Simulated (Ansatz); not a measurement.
# CH₄BN (SMILES BN=C): functionals against CCSD(T) at one geometry

The task here is to estimate one member of a computed series from the others.

Method: single points in def2-TZVPP; program: Ansatz 0.2.0, Gaussian basis.

Cores are frozen in the correlated methods.

### Starting geometry

7 atoms, charge 0, spin multiplicity 1.

Atoms are counted from 1 here; the program's logs count them from 0.

Bond lengths: B1–N2 1.341 Å, B1–H4 1.218 Å, B1–H5 1.229 Å, N2–C3 1.252 Å, C3–H6 1.127 Å, C3–H7 1.069 Å. Angles: N2–B1–H4 117.5°, N2–B1–H5 106.7°, H4–B1–H5 133.3°, B1–N2–C3 177.3°, N2–C3–H6 132.6°, N2–C3–H7 120.9°, H6–C3–H7 106.3°.

Coordinates:

```mol
CH4BN
  3D, bonds by distance, orders not assigned

  7  6  0  0  0  0  0  0  0  0999 V2000
   -1.0381    0.0962   -0.6604 B   0  0
    0.1113   -0.0307    0.0195 N   0  0
    1.2041   -0.1830    0.6107 C   0  0
   -1.9397   -0.6765   -0.3898 H   0  0
   -0.7925    0.7940   -1.6423 H   0  0
    2.0237   -0.9513    0.5144 H   0  0
    1.5546    0.5432    1.3124 H   0  0
  1  2  8  0
  1  4  8  0
  1  5  8  0
  2  3  8  0
  3  6  8  0
  3  7  8  0
M  END
```

Set-up of the first run:

Input file run/in.yaml:

```yaml
crystal:
  periodic: [false, false, false]
  atoms:
    - {symbol: B, position_ang: [-1.038065, 0.096170, -0.660391]}
    - {symbol: N, position_ang: [0.111316, -0.030744, 0.019475]}
    - {symbol: C, position_ang: [1.204068, -0.182978, 0.610650]}
    - {symbol: H, position_ang: [-1.939661, -0.676536, -0.389826]}
    - {symbol: H, position_ang: [-0.792480, 0.793956, -1.642349]}
    - {symbol: H, position_ang: [2.023668, -0.951255, 0.514424]}
    - {symbol: H, position_ang: [1.554641, 0.543159, 1.312430]}
basis:
  gaussian: {orbitals: def2-TZVPP}
hamiltonian: {xc: pbe, dispersion: d4}
output: {forces: true}
```

Started as:

```console
$ ansatz run in.yaml --threads 2 --pin off --events-out ev --progress --plain --max-ram 3481MiB
```

Steps of the session up to this table: PBE-D4/def2-TZVPP; r2SCAN-D4/def2-TZVPP; PBE0-D4/def2-TZVPP; wB97M-V/def2-TZVPP; CCSD(T)/def2-TZVPP.

One table of the session follows, with a row left open; its other results are not shown here.

```
   method  RMS force component (eV/Å)  angle to CCSD(T) forces (°)  dipole (D)
   PBE-D4                       0.653                         15.1        2.01
r2SCAN-D4                       0.713                         17.4        2.00
  PBE0-D4                           ?                            ?           ?
  wB97M-V                       0.803                         17.0        2.13
  CCSD(T)                       0.798                    reference        2.18
```

**Question.** Estimate the row for PBE0-D4.

As computed: RMS force component (eV/Å): 0.750; angle to CCSD(T) forces (°): 22.1; dipole (D): 2.05. In the column «RMS force component (eV/Å)» it lies between r2SCAN-D4 (0.713) and CCSD(T) (0.798).
